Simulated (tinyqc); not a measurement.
CCSD on RHF in the sto-6g basis, for BH3, spin multiplicity 1, step by step (part 2 of 2). Computed by tinyqc, a small Python program that keeps every step (integrals from PySCF). Command: `OMP_NUM_THREADS=1 python tinyqc.py 22869 22870 out.jsonl` (the two numbers bound the seeds that draw the settings). One thread of a shared host (Intel(R) Xeon(R) Processor @ 2.60GHz), about 0.5 s of CPU time with the checks.

Geometry (angstrom):

| atom | x | y | z |
|---|---|---|---|
| B | 0.000000 | 0.000000 | 0.017000 |
| H | 1.343000 | 0.000000 | 0.000000 |
| H | -0.671000 | 1.163000 | 0.000000 |
| H | -0.671000 | -1.163000 | 0.000000 |

## Integrals over molecular orbitals

coefficients C:
```
              MO1        MO2        MO3        MO4        MO5        MO6        MO7        MO8
1B 1s    0.994568  -0.214925   0.000000  -0.000024  -0.005994  -0.239902   0.000049   0.000000
1B 2s    0.021897   0.605284   0.000000   0.000109   0.027227   1.229366  -0.000355   0.000000
1B 2px  -0.000001  -0.000077   0.000000   0.500101  -0.000001   0.000230   1.088474   0.000000
1B 2py   0.000000   0.000000   0.500068   0.000000   0.000000   0.000000   0.000000   1.088773
1B 2pz  -0.000023  -0.002059   0.000000   0.000001   0.999625  -0.029731   0.000009   0.000000
2H 1s   -0.003554   0.279412   0.000000   0.536405  -0.010588  -0.660054  -0.860833   0.000000
3H 1s   -0.003555   0.279609   0.464411  -0.268082  -0.010591  -0.660013   0.430595  -0.745837
4H 1s   -0.003555   0.279609  -0.464411  -0.268082  -0.010591  -0.660013   0.430595   0.745837
```

core Hamiltonian H = T + V (hartree), lower triangle:
```
             1B 1s      1B 2s     1B 2px     1B 2py     1B 2pz      2H 1s      3H 1s      4H 1s
1B 1s   -13.626645
1B 2s    -3.391215  -4.534698
1B 2px   -0.000001  -0.000021  -3.832140
1B 2py    0.000000   0.000000   0.000000  -3.832284
1B 2pz    0.000583   0.005148   0.000000   0.000000  -3.687586
2H 1s    -0.630596  -1.607063  -1.535967   0.000000   0.020296  -2.880937
3H 1s    -0.631043  -1.607755   0.767824  -1.330847   0.020307  -0.287210  -2.881341
4H 1s    -0.631043  -1.607755   0.767824   1.330847   0.020307  -0.287210  -0.287105  -2.881341
```

Given earlier and not repeated: Two-electron integrals (ij|kl) in chemists' order.

(pq|rs) = sum C_ip C_jq C_kr C_ls (ij|kl), one index at a time.

one-electron integrals over orbitals h = C^T H C (hartree), lower triangle:
```
            1          2          3          4          5          6          7          8
1  -13.614873
2    0.290652  -3.623250
3    0.000000   0.000000  -3.313656
4    0.000031   0.000025   0.000000  -3.313398
5    0.008792  -0.008777   0.000000  -0.000003  -3.687207
6    0.307900  -0.648768   0.000000  -0.000321   0.016064  -2.927897
7   -0.000070   0.000163   0.000000  -0.642436  -0.000003  -0.000054  -3.106318
8    0.000000   0.000000  -0.642494   0.000000   0.000000   0.000000   0.000000  -3.106253
```

Two-electron integrals over orbitals (pq|rs), unique and non-zero (hartree):
```
(11|11) 2.900212    (21|11) -0.248351   (21|21) 0.033944    (22|11) 0.588112
(22|21) -0.008256   (22|22) 0.426134    (31|31) 0.006880    (32|31) 0.011154
(32|32) 0.115765    (33|11) 0.512598    (33|21) -0.002935   (33|22) 0.416616
(33|33) 0.468201    (41|11) -0.000028   (41|21) 2.73e-06    (41|22) -4.85e-06
(41|33) -0.003401   (41|41) 0.006880    (42|11) -0.000012   (42|21) -2.43e-06
(42|22) -0.000053   (42|33) -0.064141   (42|41) 0.011150    (42|42) 0.115680
(43|31) -0.003401   (43|32) -0.064145   (43|43) 0.050178    (44|11) 0.512560
(44|21) -0.002936   (44|22) 0.416539    (44|33) 0.367737    (44|41) 0.003406
(44|42) 0.064192    (44|44) 0.468238    (51|11) -0.007045   (51|21) 0.000914
(51|22) -0.000468   (51|33) -0.000222   (51|41) 1.19e-07    (51|42) 1.22e-08
(51|44) -0.000222   (51|51) 0.022142    (52|11) 0.004467    (52|21) -0.000274
(52|22) -0.000066   (52|33) -0.000240   (52|41) -2.46e-08   (52|42) 3.35e-07
(52|44) -0.000240   (52|51) 0.020815    (52|52) 0.067886    (53|31) 0.000098
(53|32) -0.000892   (53|43) 0.000879    (53|53) 0.015781    (54|11) 1.21e-06
(54|21) -5.50e-08   (54|22) 7.14e-07    (54|33) 0.000879    (54|41) 0.000098
(54|42) -0.000891   (54|44) -0.000880   (54|51) 2.57e-06    (54|52) 0.000006
(54|54) 0.015778    (55|11) 0.743001    (55|21) -0.009016   (55|22) 0.452759
(55|33) 0.414060    (55|41) -8.68e-07   (55|42) -0.000009   (55|44) 0.414033
(55|51) 0.000900    (55|52) 0.005214    (55|54) 1.15e-06    (55|55) 0.587123
(61|11) -0.280829   (61|21) 0.039279    (61|22) -0.008873   (61|33) -0.002967
(61|41) 0.000007    (61|42) 4.03e-06    (61|44) -0.002963   (61|51) 0.000514
(61|52) -0.000791   (61|54) -6.26e-08   (61|55) -0.007960   (61|61) 0.045570
(62|11) 0.231718    (62|21) -0.009540   (62|22) 0.048123    (62|33) 0.021792
(62|41) 9.26e-07    (62|42) 0.000019    (62|44) 0.021812    (62|51) -0.000773
(62|52) -0.000010   (62|54) 6.65e-08    (62|55) 0.116410    (62|61) -0.010123
(62|62) 0.075106    (63|31) 0.003501    (63|32) -0.044656   (63|43) 0.043273
(63|53) 0.001019    (63|63) 0.063591    (64|11) 0.000100    (64|21) -2.88e-06
(64|22) 0.000053    (64|33) 0.043304    (64|41) 0.003504    (64|42) -0.044625
(64|44) -0.043293   (64|51) -1.12e-07   (64|52) 1.98e-07    (64|54) 0.001019
(64|55) 0.000056    (64|61) -1.01e-06   (64|62) 0.000022    (64|64) 0.063606
(65|11) -0.003769   (65|21) -0.000103   (65|22) -0.001691   (65|33) -0.000651
(65|41) 6.91e-08    (65|42) 3.93e-07    (65|44) -0.000651   (65|51) 0.022445
(65|52) 0.063127    (65|54) 0.000013    (65|55) -0.000212   (65|61) -0.000688
(65|62) -0.003289   (65|64) -8.91e-07   (65|65) 0.063218    (66|11) 0.601065
(66|21) -0.011484   (66|22) 0.419128    (66|33) 0.415657    (66|41) 4.11e-06
(66|42) 0.000027    (66|44) 0.415673    (66|51) -0.001540   (66|52) -0.003045
(66|54) -4.37e-07   (66|55) 0.441557    (66|61) -0.012163   (66|62) 0.029473
(66|64) 0.000014    (66|65) -0.003924   (66|66) 0.433107    (71|11) 0.000060
(71|21) -0.000011   (71|22) -4.22e-06   (71|33) -0.004845   (71|41) 0.012238
(71|42) 0.017709    (71|44) 0.004855    (71|51) -9.83e-08   (71|52) 1.56e-07
(71|54) 0.000184    (71|55) 1.50e-06    (71|61) -4.69e-06   (71|62) 0.000005
(71|64) 0.006184    (71|65) 2.82e-07    (71|66) 0.000012    (71|71) 0.021896
(72|11) -0.000070   (72|21) 1.51e-06    (72|22) -3.95e-06   (72|33) 0.022505
(72|41) 0.007934    (72|42) -0.000342   (72|44) -0.022510   (72|51) 1.58e-07
(72|52) -6.34e-07   (72|54) 0.001143    (72|55) -0.000032   (72|61) 0.000006
(72|62) -0.000029   (72|64) 0.046889    (72|65) 1.04e-06    (72|66) 4.06e-06
(72|71) 0.013379    (72|72) 0.049329    (73|31) 0.002311    (73|32) 0.046827
(73|43) -0.024045   (73|53) -0.000689   (73|63) -0.032040   (73|73) 0.033353
(74|11) 0.209708    (74|21) -0.004770   (74|22) 0.051112    (74|33) 0.052262
(74|41) -0.002311   (74|42) -0.046807   (74|44) 0.004125    (74|51) -0.000022
(74|52) 0.001955    (74|54) 0.000689    (74|55) 0.105562    (74|61) -0.004680
(74|62) 0.072586    (74|64) 0.032073    (74|65) -0.001209   (74|66) 0.028232
(74|71) -0.004000   (74|72) 0.010765    (74|74) 0.107632    (75|11) 6.29e-07
(75|21) -3.95e-08   (75|22) -7.52e-07   (75|33) -0.001306   (75|41) 0.000334
(75|42) 0.002529    (75|44) 0.001308    (75|51) -4.94e-06   (75|52) -0.000016
(75|54) 0.016139    (75|55) -1.62e-07   (75|61) 2.85e-07    (75|62) 1.15e-06
(75|64) -0.001149   (75|65) -0.000009   (75|66) 1.43e-06    (75|71) 0.000565
(75|72) 0.000285    (75|74) -0.001053   (75|75) 0.020751    (76|11) 0.000008
(76|21) -1.62e-06   (76|22) -0.000043   (76|33) -0.058976   (76|41) 0.011979
(76|42) 0.106208    (76|44) 0.059037    (76|51) 3.09e-07    (76|52) 1.27e-06
(76|54) -0.001160   (76|55) -1.44e-06   (76|61) 0.000006    (76|62) 0.000022
(76|64) -0.047006   (76|65) 1.03e-06    (76|66) 0.000033    (76|71) 0.019710
(76|72) -0.004772   (76|74) -0.049360   (76|75) 0.002210    (76|76) 0.109714
(77|11) 0.663821    (77|21) -0.008543   (77|22) 0.440550    (77|33) 0.398711
(77|41) -0.000438   (77|42) 0.030117    (77|44) 0.466830    (77|51) -0.000200
(77|52) 0.000982    (77|54) -0.000778   (77|55) 0.467716    (77|61) -0.008423
(77|62) 0.053206    (77|64) -0.037129   (77|65) -0.000719   (77|66) 0.443794
(77|71) -0.001396   (77|72) -0.028353   (77|74) 0.048225    (77|75) 0.000559
(77|76) 0.030660    (77|77) 0.509110    (81|31) 0.012240    (81|32) 0.017717
(81|43) -0.004847   (81|53) 0.000184    (81|63) 0.006181    (81|73) 0.004001
(81|81) 0.021904    (82|31) 0.007933    (82|32) -0.000375   (82|43) 0.022509
(82|53) 0.001143    (82|63) 0.046894    (82|73) -0.010808   (82|81) 0.013379
(82|82) 0.049333    (83|11) 0.209721    (83|21) -0.004771   (83|22) 0.051076
(83|33) 0.004172    (83|41) 0.002310    (83|42) 0.046792    (83|44) 0.052281
(83|51) -0.000022   (83|52) 0.001956    (83|54) -0.000688   (83|55) 0.105562
(83|61) -0.004679   (83|62) 0.072600    (83|64) -0.032001   (83|65) -0.001209
(83|66) 0.028260    (83|71) 0.004001    (83|72) -0.010814   (83|74) 0.043509
(83|75) 0.001054    (83|76) 0.049358    (83|77) 0.070306    (83|83) 0.107615
(84|31) 0.002312    (84|32) 0.046811    (84|43) -0.024031   (84|53) -0.000689
(84|63) -0.032021   (84|73) 0.030774    (84|81) 0.004003    (84|82) -0.010795
(84|84) 0.033332    (85|31) 0.000334    (85|32) 0.002530    (85|43) -0.001306
(85|53) 0.016141    (85|63) -0.001149   (85|73) 0.001054    (85|81) 0.000565
(85|82) 0.000284    (85|84) 0.001054    (85|85) 0.020752    (86|31) 0.011980
(86|32) 0.106246    (86|43) -0.058956   (86|53) -0.001161   (86|63) -0.047007
(86|73) 0.049371    (86|81) 0.019715    (86|82) -0.004794   (86|84) 0.049357
(86|85) 0.002211    (86|86) 0.109715    (87|31) 0.000430    (87|32) -0.030193
(87|43) 0.034077    (87|53) 0.000779    (87|63) 0.037178    (87|73) -0.011063
(87|81) 0.001386    (87|82) 0.028343    (87|84) -0.011051   (87|85) -0.000560
(87|86) -0.030703   (87|87) 0.034264    (88|11) 0.663904    (88|21) -0.008546
(88|22) 0.440604    (88|33) 0.466873    (88|41) 0.000432    (88|42) -0.030167
(88|44) 0.398676    (88|51) -0.000200   (88|52) 0.000982    (88|54) 0.000779
(88|55) 0.467747    (88|61) -0.008426   (88|62) 0.053196    (88|64) 0.037209
(88|65) -0.000719   (88|66) 0.443807    (88|71) 0.001393    (88|72) 0.028331
(88|74) 0.070328    (88|75) -0.000559   (88|76) -0.030690   (88|77) 0.440650
(88|83) 0.048223    (88|88) 0.509189
```

## CCSD: starting amplitudes

orbital energies (hartree): MO1 -7.535826, MO2 -0.619971, MO3 -0.424376, MO4 -0.424227, MO5 0.238911, MO6 0.527276, MO7 0.621298, MO8 0.621675

t_ij^ab = <ij||ab> / (e_i + e_j - e_a - e_b), whose energy is MP2.

Starting amplitudes (spin orbitals 1a, 1b, ...; amplitudes related by a flip of all spins are not repeated; the 24 largest):

| from | to | t |
|---|---|---|
| 4a 4b | 7a 7b | -0.051472 |
| 3a 3b | 8a 8b | -0.051439 |
| 2a 2b | 5a 5b | -0.039520 |
| 4a 4b | 6a 6b | -0.033424 |
| 3a 3b | 6a 6b | -0.033411 |
| 2a 4b | 6a 7b | -0.033103 |
| 2a 3b | 6a 8b | -0.033101 |
| 2a 2b | 6a 6b | -0.032733 |
| 2a 4b | 6b 7a | 0.021383 |
| 2a 3b | 6b 8a | 0.021380 |
| 3a 4b | 7b 8a | 0.020802 |
| 2a 2b | 7a 7b | -0.019870 |
| 2a 2b | 8a 8b | -0.019866 |
| 4a 4b | 6a 7b | -0.016060 |
| 3a 3b | 6a 7b | 0.016042 |
| 3a 4b | 6a 8b | 0.016030 |
| 3a 4b | 6b 8a | -0.016020 |
| 3a 3b | 7a 7b | -0.015948 |
| 4a 4b | 8a 8b | -0.015935 |
| 3a 4b | 7a 8b | -0.014713 |
| 4a 4b | 5a 5b | -0.011896 |
| 3a 3b | 5a 5b | -0.011896 |
| 2a 3a | 6a 8a | -0.011720 |
| 2a 4a | 6a 7a | -0.011719 |

correlation energy = -0.04660938 hartree

## CCSD: amplitude update 1

t_i^a D_i^a and t_ij^ab D_ij^ab are set to the remaining terms of the spin-orbital equations, evaluated with the old amplitudes; for the doubles these are <ij||ab> + 1/2 <ab||ef> t_ij^ef + 1/2 <mn||ij> t_mn^ab + P(ij)P(ab) <mb||ej> t_im^ae + terms in t^2 + terms with t1, D the orbital-energy denominators.

Amplitudes after update 1 (spin orbitals 1a, 1b, ...; amplitudes related by a flip of all spins are not repeated; the 24 largest):

| from | to | t |
|---|---|---|
| 4a 4b | 7a 7b | -0.067355 |
| 3a 3b | 8a 8b | -0.067305 |
| 2a 2b | 5a 5b | -0.050895 |
| 4a 4b | 6a 6b | -0.045525 |
| 3a 3b | 6a 6b | -0.045505 |
| 2a 4b | 6a 7b | -0.043445 |
| 2a 3b | 6a 8b | -0.043442 |
| 2a 2b | 6a 6b | -0.040154 |
| 2a 4b | 6b 7a | 0.031748 |
| 2a 3b | 6b 8a | 0.031742 |
| 3a 4b | 7b 8a | 0.026611 |
| 2a 2b | 7a 7b | -0.025032 |
| 2a 2b | 8a 8b | -0.025028 |
| 4a 4b | 6a 7b | -0.022559 |
| 3a 4b | 7a 8b | -0.022546 |
| 3a 3b | 6a 7b | 0.022533 |
| 3a 4b | 6a 8b | 0.022515 |
| 3a 4b | 6b 8a | -0.022505 |
| 3a 3b | 7a 7b | -0.018183 |
| 4a 4b | 8a 8b | -0.018164 |
| 2a 3a | 6a 8a | -0.011700 |
| 2a 4a | 6a 7a | -0.011697 |
| 4a 4b | 5a 5b | -0.010411 |
| 3a 3b | 5a 5b | -0.010410 |

correlation energy = -0.06132050 hartree

## CCSD: amplitude update 2

As before.

Amplitudes after update 2 (spin orbitals 1a, 1b, ...; amplitudes related by a flip of all spins are not repeated; the 24 largest):

| from | to | t |
|---|---|---|
| 4a 4b | 7a 7b | -0.073301 |
| 3a 3b | 8a 8b | -0.073244 |
| 2a 2b | 5a 5b | -0.054943 |
| 4a 4b | 6a 6b | -0.050465 |
| 3a 3b | 6a 6b | -0.050443 |
| 2a 4b | 6a 7b | -0.046655 |
| 2a 3b | 6a 8b | -0.046651 |
| 2a 2b | 6a 6b | -0.042735 |
| 2a 4b | 6b 7a | 0.035938 |
| 2a 3b | 6b 8a | 0.035929 |
| 3a 4b | 7b 8a | 0.028542 |
| 2a 2b | 7a 7b | -0.026775 |
| 2a 2b | 8a 8b | -0.026771 |
| 3a 4b | 7a 8b | -0.026271 |
| 4a 4b | 6a 7b | -0.024867 |
| 3a 3b | 6a 7b | 0.024838 |
| 3a 4b | 6a 8b | 0.024818 |
| 3a 4b | 6b 8a | -0.024808 |
| 3a 3b | 7a 7b | -0.018468 |
| 4a 4b | 8a 8b | -0.018447 |
| 2a 3a | 6a 8a | -0.010722 |
| 2a 4a | 6a 7a | -0.010718 |
| 2a 3b | 7a 8b | 0.009315 |
| 2a 3b | 7b 8a | -0.009313 |

correlation energy = -0.06648316 hartree

## CCSD: convergence

E_corr = 1/4 sum <ij||ab> t_ij^ab + 1/2 sum <ij||ab> t_i^a t_j^b; stop when the norm of the change is below 1e-8.

Course of the amplitude iterations:

| update | correlation energy (hartree) | norm of the change |
|---|---|---|
| 0 | -0.04660938 | - |
| 1 | -0.06132050 | 1.01e-01 |
| 2 | -0.06648316 | 3.88e-02 |
| 3 | -0.06964779 | 1.57e-02 |
| 4 | -0.06963217 | 1.53e-03 |
| 5 | -0.06964040 | 2.85e-04 |
| 6 | -0.06963834 | 4.25e-05 |
| 7 | -0.06963933 | 1.12e-05 |
| 8 | -0.06963916 | 2.50e-06 |
| 9 | -0.06963916 | 2.76e-07 |
| 10 | -0.06963916 | 6.11e-08 |
| 11 | -0.06963916 | 1.34e-08 |
| 12 | -0.06963916 | 2.68e-09 |

Converged amplitudes (spin orbitals 1a, 1b, ...; amplitudes related by a flip of all spins are not repeated; the 24 largest):

| from | to | t |
|---|---|---|
| 4a 4b | 7a 7b | -0.077486 |
| 3a 3b | 8a 8b | -0.077421 |
| 2a 2b | 5a 5b | -0.057994 |
| 4a 4b | 6a 6b | -0.053453 |
| 3a 3b | 6a 6b | -0.053430 |
| 2a 4b | 6a 7b | -0.048431 |
| 2a 3b | 6a 8b | -0.048426 |
| 2a 2b | 6a 6b | -0.044658 |
| 2a 4b | 6b 7a | 0.038946 |
| 2a 3b | 6b 8a | 0.038935 |
| 3a 4b | 7b 8a | 0.029825 |
| 3a 4b | 7a 8b | -0.029389 |
| 2a 2b | 7a 7b | -0.027561 |
| 2a 2b | 8a 8b | -0.027558 |
| 4a 4b | 6a 7b | -0.026024 |
| 3a 3b | 6a 7b | 0.025994 |
| 3a 4b | 6a 8b | 0.025970 |
| 3a 4b | 6b 8a | -0.025962 |
| 3a 3b | 7a 7b | -0.018249 |
| 4a 4b | 8a 8b | -0.018227 |
| 2a 3b | 7a 8b | 0.009979 |
| 2a 3b | 7b 8a | -0.009977 |
| 2a 4b | 8a 8b | 0.009963 |
| 2a 4b | 7a 7b | -0.009949 |

CCSD total energy = -26.34580069 hartree

T1 diagnostic, norm of the one-spin t1 over sqrt(correlated electrons) = 0.002745

Converged in 12 updates, with DIIS from the third.
